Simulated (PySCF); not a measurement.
Molecule: `NC(=O)CCCl`, C₃H₆ClNO.

Bonds (- single, = double, # triple, : aromatic): N1-C2, C2=O3, C2-C4, C4-C5, C5-Cl6. N1 carries H7, H8; C4 carries H9, H10; C5 carries H11, H12. H8 is cis to the C=O or C=S heteroatom; H7 is trans to the C=O or C=S heteroatom.

Frames of a GFN2-xTB Langevin trajectory at 400 K; GIAO PBE0/pcSseg-1 shieldings in PySCF, gas phase, non-relativistic; equivalent atoms averaged within each frame.

δ = σ(ref) − σ, references computed at the same level: 15N (σref 267.73) against NH3; 13C (σref 186.93) and 1H (σref 31.72) vs TMS; H2O for 17O (σref 336.08); 35Cl (σref 949.78) against HCl. The references are static minima.

How do the shifts (ppm) fluctuate along the trajectory?

Answers


```tsv
time (fs)	N1	C2	C5	C4	O3	Cl6	H7	H11/H12	H8	H9/H10
optimised geometry	123.4	171.1	49.3	43.7	428.6	97	5.50	3.89	4.61	2.31
250	129.1	178.7	54.7	44.7	479.0	114	6.33	4.41	3.22	2.61
425	117.1	168.0	42.9	43.8	432.6	63	5.04	3.82	4.56	2.52
625	114.3	178.7	44.9	53.3	475.1	112	5.85	3.96	4.71	2.62
800	104.0	169.0	48.4	52.2	447.0	114	4.75	4.19	4.50	2.35
1000	106.1	176.6	51.6	41.5	458.6	125	5.63	4.24	4.75	2.57
mean of frames	114.1	174.2	48.5	47.1	458.5	106	5.52	4.13	4.35	2.53
standard deviation	10.0	5.3	4.8	5.3	19.4	24	0.63	0.23	0.64	0.11
```

5 frames give an uncertainty of the mean of about the standard deviation over 2.2 at best, since frames this close in time may not be independent; classical motion lacks zero-point vibration, and the reference would need the same averaging.
